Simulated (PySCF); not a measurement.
**Working out the ionisation energy of Al**

Al [Ne] 3s2 3p1 (2P) → Al⁺ [Ne] 3s2 (1S). All numbers are calculated (PySCF 2.14, the spin-free X2C one-electron Hamiltonian (Gaussian nucleus), in cc-pVTZ-DK (5s4p2d1f, 34 functions)). Frozen: [Ne]. Energies in hartree (1 hartree = 27.21139 eV):

```csv
part,Al (lower),Al⁺ (upper)
UHF,-242.314401,-242.109079
CCSD correlation,-0.050946,-0.039423
(T),-0.001139,0.000000
```

Task: What does Hartree-Fock give?

Result: (-242.109079) − (-242.314401) = 0.205322 hartree = 5.587 eV.

Task: What do CCSD and CCSD(T) give?

Result: The CCSD correlation energies differ by 0.011523 hartree = 0.314 eV and the triples by 0.001139 hartree = 0.031 eV, so CCSD gives 5.901 eV and CCSD(T) 5.932 eV.

Measured between the centres of the two terms (NIST): 5.977 eV, so CCSD(T) (valence) is off by -0.045 eV.

What remains against the reference includes basis incompleteness, the frozen core and higher excitations.
